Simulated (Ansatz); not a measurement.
fcc Pt was calculated with rVV10 in Ansatz (PAW).

Settings: plane-wave cutoff 520 eV, 24×24×24 k mesh, Fermi–Dirac smearing 0.05 eV, scalar-relativistic PAW data made under PBE.

Computed points:

| V (Å³/atom) | E − E_lowest (meV/atom) | P (GPa) |
|---|---|---|
| 15.168 | 48.83 | 17.06 |
| 15.491 | 21.00 | 10.70 |
| 15.814 | 5.20 | 5.10 |
| 16.136 | 0.00 | 0.17 |
| 16.459 | 4.12 | -4.17 |
| 16.782 | 16.43 | -7.97 |
| 17.105 | 35.93 | -11.31 |

Task: Fit the third-order Birch–Murnaghan equation and give B0 and B′.

Result: V0 = 16.148 Å³/atom, B0 = 230 GPa, B′ = 5.4 (fit to the energies at full precision).

Measured, for comparison: bulk modulus 289 GPa (corrected for temperature and zero-point phonon effects; as tabulated in Levämäki et al. (2014), arXiv:1402.3671); equilibrium volume per atom 14.98 Å³/atom (static lattice: zero-point anharmonic expansion removed; as tabulated in Mejia-Rodriguez and Trickey (2018), arXiv:1807.09216). Computed (rounded) less measured: bulk modulus -20 %, equilibrium volume per atom +7.8 %.

Spin–orbit coupling is not included.

Computed values are for the static lattice.

Ansatz is a quantum-chemistry and plane-wave program.
